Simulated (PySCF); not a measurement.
Start geometry of diacetylene, `C#CC#C` from GFN2-xTB (Å):
```
atom  x, y, z in Å
C1     1.8584    0.3084    0.0732
C2     0.6710    0.1126    0.1043
C3    -0.6701   -0.1117    0.1428
C4    -1.8575   -0.3070    0.1755
H5     2.8920    0.4817    0.0481
H6    -2.8906   -0.4820    0.2076
```

Question: What comes out of this run: PBE0/6-31+G* geometry optimisation, gas phase in PySCF 2.14.0?

Answer: 
```
atom  x, y, z in Å
C1     1.856    0.317    0.040
C2     0.660    0.118    0.073
C3    -0.689   -0.105    0.110
C4    -1.885   -0.304    0.144
H5     2.910    0.490    0.012
H6    -2.939   -0.477    0.172
```

The energy falls by 0.027 eV over 4 energy and gradient evaluations, the largest force component goes from 0.0163 to 1.6e-04 Eh/bohr, and the atoms move by 0.021 Å rms after alignment. Among the bonds, C1–H5 and C4–H6 change most and about equally (+0.020 Å). Bonds longer at the end by more than 0.005 Å: 5 of 5; shorter: 0. The orientation of the end geometry is arbitrary; only internal coordinates are fixed.

The run used 76 basis functions and 22 SCF cycles in all. Hardware: one thread of an Arm Neoverse V1, no GPU, shared host. Cost: 3.8 s wall, 0.37 GiB resident at most.

Whether it is a minimum is left open (no frequencies).
